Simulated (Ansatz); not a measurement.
# CH4SSi: how energies converge with the basis set

How large a basis does CH4SSi need? Two functionals are run in growing sets.

Method: one geometry, several basis sets; program: Ansatz 0.2.0, Gaussian basis.

Levels to be run: PBE0-D4/def2-SVP; ωB97M-V/def2-SVP; PBE0-D4/def2-QZVPP; ωB97M-V/def2-QZVPP; the functionals' def2-TZVPP values are taken from earlier runs.

1 further run of the same task is left out (it didn't finish).

### 1 The relaxed structure

An earlier PBE0-D4 in a triple-zeta def2 set relaxation fixed the geometry.

SMILES `CS[SiH]`, 7 atoms, charge 0, spin multiplicity 1.

Atoms are counted from 1 here; the program's logs count them from 0.

Bond lengths: C1–S2 1.812 Å, C1–H4 1.090 Å, C1–H5 1.090 Å, C1–H6 1.090 Å, S2–Si3 2.094 Å, Si3–H7 1.525 Å. Angles: S2–C1–H4 108.9°, S2–C1–H5 110.6°, S2–C1–H6 108.9°, H4–C1–H5 109.7°, H4–C1–H6 109.1°, H5–C1–H6 109.7°, C1–S2–Si3 103.9°, S2–Si3–H7 89.2°.

### 2 PBE0-D4 in def2-SVP

in.yaml

```yaml
crystal:
  periodic: [false, false, false]
  atoms:
    - {symbol: C, position_ang: [-0.838765, 0.607660, -0.359223]}
    - {symbol: S, position_ang: [-0.158737, -0.792577, 0.569081]}
    - {symbol: Si, position_ang: [1.906295, -0.649977, 0.254126]}
    - {symbol: H, position_ang: [-1.381047, 1.256930, 0.327781]}
    - {symbol: H, position_ang: [-0.040297, 1.170978, -0.843238]}
    - {symbol: H, position_ang: [-1.529521, 0.229771, -1.112643]}
    - {symbol: H, position_ang: [2.103272, -1.890684, 1.118416]}
basis:
  gaussian: {orbitals: def2-SVP}
hamiltonian: {xc: pbe0, dispersion: d4}
output: {orbitals: {seedname: orbitals}}
```

On the command line:

```bash
$ ansatz run in.yaml --threads 4 --pin off --events-out ev --progress --plain --max-ram 10444MiB
```

Further steps of the session: ωB97M-V in def2-SVP; PBE0-D4 in def2-QZVPP; ωB97M-V in def2-QZVPP.

**Question.** What will the summary of the whole plan be? Wanted: PBE0-D4: double and triple zeta above quadruple; ωB97M-V: double and triple zeta above quadruple.

The runs gave:

```
                                       quantity          value
PBE0-D4: double and triple zeta above quadruple  8.41, 0.65 eV
ωB97M-V: double and triple zeta above quadruple  8.46, 0.63 eV
```

For PBE0-D4 the step from double to triple zeta gains 7.76 eV and the next only 0.65 eV. These are total energies; as a rule much of such shifts cancels in differences, which this series doesn't test.
